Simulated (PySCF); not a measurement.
PySCF input (M06-2X/6-31G* (5d)):

```python
from pyscf import gto, dft

mol = gto.M(
    atom='''
    O    -1.66114469    0.13057589    0.03706797
    C    -0.58344504   -0.40829064   -0.06362926
    S     1.04936424    0.08782104    0.00532698
    ''',
    basis='6-31g*',
    charge=-1,
    spin=1,
    verbose=4,
)

mf = dft.UKS(mol, xc='m062x')
mf.grids.level = 4
mf.conv_tol = 1e-9
mf.max_cycle = 100
mf.max_memory = 1500
mf.kernel()
if not mf.converged:
    mf = mf.newton()
    mf.kernel(mf.make_rdm1())
mo, _, stable, _ = mf.stability(return_status=True)
if not stable:
    mf.kernel(mf.make_rdm1(mo, mf.mo_occ))
    stable = mf.stability(return_status=True)[2]
mf.dip_moment()
```

What final total energy does it give?

-511.43248 Eh.
